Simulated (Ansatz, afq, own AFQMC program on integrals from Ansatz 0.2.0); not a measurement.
## SbH⁺, quartet: AFQMC among the cluster methods

```xyz
2

Sb    0.0000    0.0000    0.0000
H     0.0000    0.0000    1.8710
```

Basis def2-TZVP with its core potentials. Noble-gas cores (and the filled d shells of Ga–Kr and In–Xe) are frozen. Ansatz 0.2.0 and our own AFQMC program on the same integrals; the CISD trial comes from CCSD amplitudes, and released means the phaseless constraint is let go. Free projection: walkers drawn from exp(T), propagated without any constraint. Its projection time is finite, and what remains of the start isn't in its error. ± is one standard error of the sampling. No spin–orbit coupling.

Determinant: UHF, the one that the program's search chose, which needn't be the lowest solution. The geometry is a PBE0/def2-TZVP stationary point of this or a neighbouring charge and spin state.

Full CI on the same integrals is exact in this basis and with this determinant's frozen core.

Cautions: no spin-orbit coupling; inner d shell frozen; lower spins were not checked; the ph-AFQMC/CISD walk drifts between its halves (2.3 errors); CCSDT(Q) on the ROHF determinant differs (33 meV higher), by its state or its frozen core.

The T1 diagnostic is 0.0220 and the weight of the determinant in the CISD state is 0.939. The ⟨S²⟩ of the determinant is 3.774. The size of the correlated space is 5 electrons in 47 orbitals.

```csv
level,correlation energy (eV)
MP2,-1.4860
CCSD,-1.9327
CCSD(T),-1.9903
```

**Question.** Estimate where full CI lies against CCSD(T) on the same integrals.

**Answer.** 17.0 meV below CCSD(T).

Reference: full CI, correlation energy -2.007 eV. The released energy is read at 2.40 1/Eh (meV from the phaseless value at times in 1/Eh: -1 ± 5 at 0.24, 2 ± 4 at 0.51, 1 ± 3 at 0.99, 0 ± 4 at 1.62, -1 ± 3 at 2.40).

| level | E − E(reference) (meV) | share of correlation (%) |
| --- | --- | --- |
| CCSD(T) | 17.0 | 99.15 |
| CCSDT | 1.9 | 99.91 |
| CCSDT(Q) | 0.4 | 99.98 |
| ph-AFQMC/HF | 79.2 ± 17.0 | 96.06 |
| ph-AFQMC/CISD | 0.6 ± 3.2 | 99.97 |
| released AFQMC | -0.1 ± 2.9 | 100.01 |
| free AFQMC | -6.7 ± 5.5 | 100.34 |

CCSDT and higher add their correlation energy to the determinant of the CCSD(T) run, since their own runs factorise the integrals more tightly (a shift of under 2 meV). Free projections are given only where their last times agree within the noise and don't stop above the reference; a slow remainder of the start can still hide under it. A walk keeps the symmetry of its determinant, which the program's search chose and which needn't be the lowest solution, so a lower state of the same spin and another symmetry isn't excluded. Released energies are given only where the last usable release times agree within the noise; a slower fall can still hide under it.
